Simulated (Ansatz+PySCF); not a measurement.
## doublet C₂H₅: levels of theory in one basis

```xyz
7

C     0.7892   -0.0086   -0.0174
C    -0.6850   -0.0049   -0.0008
H     1.3529   -0.9214    0.0333
H     1.3480    0.9171    0.0410
H    -1.1099    0.8881   -0.4951
H    -1.0986   -0.8809   -0.5045
H    -1.0893   -0.0179    1.0257
```

Basis set: cc-pVTZ (spherical functions). Correlated methods keep 2 orbitals frozen. Correlation on ROHF uses semicanonical orbitals with singles. Charge 0, multiplicity 2.

Computed with Ansatz (development build ahead of 0.2.0); each method stands on the lowest determinant of its kind that the runs found.

```csv
method,E − E(ROHF) (eV),<S²> of the determinant
ROHF,0.00,0.75
UHF,-0.13,0.76
ROHF-MP2,-9.15,–
UHF-MP2,-9.13,0.76
```
